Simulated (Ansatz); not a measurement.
**Match the barriers**

Saddle point of SiH5SO, doublet (SiH₄O ([OH][SiH3]) + HS → SiH₃O ([O][SiH3]) + H₂S; bonds formed: H1–S4; bonds broken: H1–O2), PBE0-D4/def2-TZVP structure:

```json
{"atom": "H1", "x (Å)": "0.1355", "y (Å)": "-1.6388", "z (Å)": "0.5114"}
{"atom": "O2", "x (Å)": "0.5645", "y (Å)": "-0.6520", "z (Å)": "-0.6419"}
{"atom": "Si3", "x (Å)": "-0.1847", "y (Å)": "0.8119", "z (Å)": "-0.8622"}
{"atom": "S4", "x (Å)": "-0.3081", "y (Å)": "-1.2711", "z (Å)": "1.7705"}
{"atom": "H5", "x (Å)": "0.2977", "y (Å)": "1.8556", "z (Å)": "0.0782"}
{"atom": "H6", "x (Å)": "-1.6654", "y (Å)": "0.7191", "z (Å)": "-0.7846"}
{"atom": "H7", "x (Å)": "0.2208", "y (Å)": "1.1702", "z (Å)": "-2.2525"}
{"atom": "H8", "x (Å)": "0.9397", "y (Å)": "-0.9948", "z (Å)": "2.1812"}
```

Program: Ansatz 0.2.0. Basis: def2-TZVPP, with def2-QZVPP for the basis limit. Cores are frozen in the correlated methods; orbitals are unrestricted. Extrapolation: Hartree–Fock as exp(−7.88 √X), correlation as X^−2.97. Four methods, as single points on the PBE0-D4 structures, gave these electronic barriers from the start structure: 0.822, 1.106, 1.401, 1.518 eV.

The methods were, in alphabetical order, BLYP-D4, CCSD(T), HF, PBE0-D4. Which gave which? (A judgement: the text doesn't fix the answer.)

The calculation gives: BLYP-D4 0.822; PBE0-D4 1.106; CCSD(T) 1.401; HF 1.518 eV. For comparison, CCSD(T) at an estimated basis limit (MP2 extrapolated from triple and quadruple zeta, plus CCSD(T) − MP2 in triple zeta) gives 1.393 eV.

The T1 diagnostic stays at or below 0.031. ⟨S²⟩ of the unrestricted Hartree–Fock references: 0.76 to 0.77 (a pure state has 0.75).

Radical steps of this kind take place in plasma deposition and etching.

Labels in which every atom is bracketed show which atoms are joined, not bond orders.

For scale, one of the runs: CCSD(T)/def2-TZVPP, 185 basis functions (an equivalent command: `ansatz run in.yaml --threads 4`). Time: 120 s of wall clock on 4 CPU threads; the host was shared. Peak host memory: 4.4 GiB.
